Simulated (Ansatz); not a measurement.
Results of B3LYP (VWN-RPA form) (plane waves, PAW; Ansatz, a first-principles code) for bcc W.

Numerical settings: plane-wave cutoff 460 eV, 14×14×14 k mesh, Fermi–Dirac smearing 0.05 eV, no spin polarisation, scalar-relativistic PAW data made under PBE.

Equation-of-state points:

```
V (Å³/atom)  E − E_lowest (meV/atom)  P (GPa)
-----------  -----------------------  -------
15.495                         44.29    17.94
15.782                         18.30    11.17
16.311                          0.00     0.24
16.718                          8.82    -7.01
17.126                         34.91   -13.35
```

Problem. Estimate the bulk modulus from the pressures at 15.782 and 16.718 Å³/atom, and compare it with a fit to all energies.

Solution. B = −V dP/dV. Between V = 15.782 and 16.718 Å³/atom, dP/dV = (-7.01 − (11.17))/(16.718 − 15.782) = -19.4 GPa per Å³/atom; at the midpoint 16.250 Å³/atom this gives B ≈ 316 GPa. The third-order Birch–Murnaghan fit gives V0 = 16.323 Å³/atom, B0 = 308 GPa, B′ = 4.3, which lies 2 % below that estimate.

Measured, for comparison: bulk modulus 312 GPa (zero-point energy and finite temperature contributions removed, our sources range from 300 to 328; as tabulated in doi:10.1021/acs.jctc.3c00612); equilibrium volume per atom 15.78 Å³/atom (static lattice: zero-point anharmonic expansion removed; as tabulated in Mejia-Rodriguez and Trickey (2018), arXiv:1807.09216). Computed (rounded) less measured: bulk modulus -1 % (inside the range of the sources held), equilibrium volume per atom +3.4 %.

Spin–orbit coupling is not included.

Static lattice: no zero-point or thermal effects.
